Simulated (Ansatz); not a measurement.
**HSiAs⁺, doublet in cc-pVDZ: errors against UCCSDTQ**

Geometry: that of the HSiAs, triplet, kept fixed.

```xyz
3

Si    0.0000   -0.1044    1.5718
As    0.0000    0.0229   -0.6206
H     0.0000    1.2046    2.3294
```

Basis cc-pVDZ; Ansatz 0.2.0. Correlated methods freeze the noble-gas cores and the filled d shells of p-block atoms, which leaves 9 electrons in 31 orbitals. R marks a restricted (for open shells ROHF) determinant, U an unrestricted one. Active spaces: valence = (9e, 9o) chosen from the atoms' valence shells. No spin–orbit coupling is included, and no scalar relativity.

Full CI isn't at hand for all of this; UCCSDTQ serves as the reference, and is uncertain by about the last step of the cluster series. The frozen core follows each run's orbitals, which can shift R against U totals by a few meV for light atoms and by up to 0.1 eV past Ca.

Unrestricted rows (U) aren't spin-pure: their determinants' ⟨S²⟩ exceeds S(S+1) by up to 0.84, so they mix in states of higher spin.

The UHF ⟨S²⟩ is 1.588. The T1 diagnostic (RCCSD) is 0.0533 and the largest doubles amplitude (RCCSD) is 0.198. The T1 diagnostic (UCCSD) is 0.0724.

Problem. From what is known of these methods and the diagnostics, rank them by the size of their error in total energy against UCCSDTQ in cc-pVDZ, smallest first (an estimate: the text doesn't fix the numbers).
A. UCCSD
B. UCCSDT
C. UCCSDT(Q)
D. UMP2
E. UCCSD(T)

Solution. C (1 meV), B (33 meV), E (144 meV), A (346 meV), D (1402 meV).

All errors are against UCCSDTQ in cc-pVDZ. Below it: UCCSDT(Q). With T1 at 0.053 and a doubles amplitude of 0.20 one determinant is a poor start. Within each family the higher level lies nearer, as is usual though not guaranteed.

Natural occupations of CASSCF (valence space) about the gap: 1.986 1.970 1.955 1.797 0.985 0.211 0.037 0.035 0.024; effectively unpaired electrons, Σ n²(2−n)², 1.30.
